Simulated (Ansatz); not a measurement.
## Telling isomers of C5H5F apart by their spectra

These gas-phase data were calculated for one isomer of C5H5F at B3LYP/def2-SVP (harmonic, unscaled wavenumbers; equilibrium rotational constants with average atomic masses):

- rotational constants: 12.09, 2.409, 2.035 GHz
- all wavenumbers above 1500 cm⁻¹: 3241, 3237, 3142, 3101, 3045, 1767, 1696

Candidates:

(1) `FC1=CC=CC1`, a singlet
(2) `C=C1C=C(F)C1`, a singlet
(3) `FC1C=CC=C1`, a singlet

Which structure fits? Where the bands don't settle it, estimate the moments of inertia from typical bond lengths.

Candidate (2). The rotational constants decide: (1) would give 8.279, 3.336, 2.414 GHz; (3) would give 7.492, 3.526, 2.558 GHz.

The same quantities for all candidates:

|  | rotational constants (GHz) | wavenumbers above 1500 cm⁻¹ | E above the lowest, B3LYP/def2-SVP (kcal/mol) |
| --- | --- | --- | --- |
| (1) | 8.279, 3.336, 2.414 | 3238, 3231, 3205, 3067, 3030, 1696, 1600 | 0.0 |
| (2) | 12.09, 2.409, 2.035 | 3241, 3237, 3142, 3101, 3045, 1767, 1696 | 23.6 |
| (3) | 7.492, 3.526, 2.558 | 3238, 3234, 3212, 3202, 2970, 1667, 1599 | 7.0 |

Programs: Ansatz 0.2.0.
